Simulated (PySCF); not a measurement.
SMILES P (H3P) (PBE0/def2-SVP optimised geometry):

```
4

P     -0.677    -0.713     0.000
H     -0.751    -0.792    -1.425
H     -0.751     0.713     0.000
H      0.751    -0.713     0.000
```

Level of theory: PBE0/def2-TZVP in PySCF.

Problem. What are the frontier orbital energies and the dipole moment?

Solution. HOMO-2 -10.73 eV, HOMO-1 -10.73 eV, HOMO -7.88 eV, LUMO 0.74 eV, LUMO+1 0.74 eV; dipole moment 0.68 D.

On the same geometry PBE/def2-TZVP run with PySCF gives HOMO-2 -9.36 eV, HOMO-1 -9.36 eV, HOMO -6.70 eV, LUMO -0.19 eV, LUMO+1 -0.19 eV; dipole moment 0.67 D.

Meta-Löwdin charges at PBE0/def2-TZVP: P1 -0.06, H2 0.02, H3 0.02, H4 0.02.
